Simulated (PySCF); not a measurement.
# TDDFT excited states: CH2ClF

Compound: CH2ClF.
Numbering: `[F:1][CH2:2][Cl:3]` (hydrogens: H4, H5 on C2)

Computed, not measured: TDDFT CAM-B3LYP/def2-SVPD, vertical, gas phase, core orbitals frozen in the response in PySCF. Geometry: PBE0-D3(BJ)/def2-SVP; no solvent, vibrations or thermal averaging.

Question: What does the calculation give for the low-lying excited states?

Answer: 

| state | λ (nm) | E (eV) | f | \|μ\| (D) | symmetry | main configurations (H = HOMO, L = LUMO) |
| --- | --- | --- | --- | --- | --- | --- |
| S1 | 165.4 | 7.50 | 0.0019 | 0.26 | – | H→L (69%), H→L+1 (21%) |
| S2 | 155.2 | 7.99 | 0.0025 | 0.29 | A′ | H-1→L (69%), H-1→L+1 (21%) |
| S3 | 146.4 | 8.47 | 0.013 | 0.65 | A″ | H→L+1 (73%), H→L (22%) |
| S4 | 137.1 | 9.04 | 0.073 | 1.46 | A′ | H-1→L+1 (75%), H-1→L (19%) |
| S5 | 134.2 | 9.24 | 0.0052 | 0.38 | A″ | H→L+3 (79%), H→L+4 (9%) |
| S6 | 130.3 | 9.52 | 0.083 | 1.52 | A′ | H→L+2 (95%) |
| S7 | 126.6 | 9.79 | 0.018 | 0.69 | A′ | H-1→L+3 (46%), H-2→L (41%) |
| S8 | 125.2 | 9.90 | 0.074 | 1.41 | A″ | H→L+4 (55%), H-1→L+2 (12%), H→L+3 (10%) |
| S9 | 124.2 | 9.99 | 0.0057 | 0.39 | A″ | H-1→L+2 (86%) |
| S10 | 123.1 | 10.07 | 0.0004 | 0.10 | – | H-3→L (68%), H→L+5 (14%) |

Triplets, Tamm–Dancoff:

```csv
state,E (eV),λ (nm),"main configurations (H = HOMO, L = LUMO)"
T1,6.79,182.7,"H→L (62%), H→L+1 (21%)"
T2,7.20,172.2,"H-1→L (58%), H-1→L+1 (24%)"
T3,8.24,150.4,"H→L+1 (68%), H→L (23%)"
T4,8.79,141.1,"H-2→L (54%), H-2→L+1 (18%)"
```

The lowest singlet comes at 165 nm (723 kJ/mol) in the vacuum ultraviolet; it is very weak; its leading configuration is HOMO→LUMO (69%). The most intense listed level is S6 at 9.52 eV (130 nm, f = 0.083), 2.02 eV above S1. Löwdin shares by element: HOMO chlorine 74%, carbon 14%, hydrogen 9%; LUMO chlorine 44%, carbon 27%, hydrogen 23%. The oscillator strengths of these states sum to 0.277; summed over the whole spectrum of an exact calculation they would give the number of electrons, 34 (Thomas–Reiche–Kuhn). Orbital energies (eV): HOMO-3 -12.76, HOMO-2 -12.43, HOMO-1 -10.85, HOMO -10.36, LUMO 1.09, LUMO+1 1.61, LUMO+2 2.31. The listed states span 2.57 eV, and the widest gap between neighbours is 0.57 eV (S3 to S4). All these states lie below the vertical ionisation energy of 11.79 eV (ΔSCF). Symmetry labels in Cs follow from the direction of the transition dipole and are given only for states with f of 0.002 or more. Singlets were solved by full linear response, triplets in the Tamm–Dancoff approximation.

Time: 9.8 s of wall time; peak memory 0.38 GiB. Hardware: one thread, Arm Neoverse V2 (aarch64), shared host with 96 logical CPUs at a one-minute load of 61.
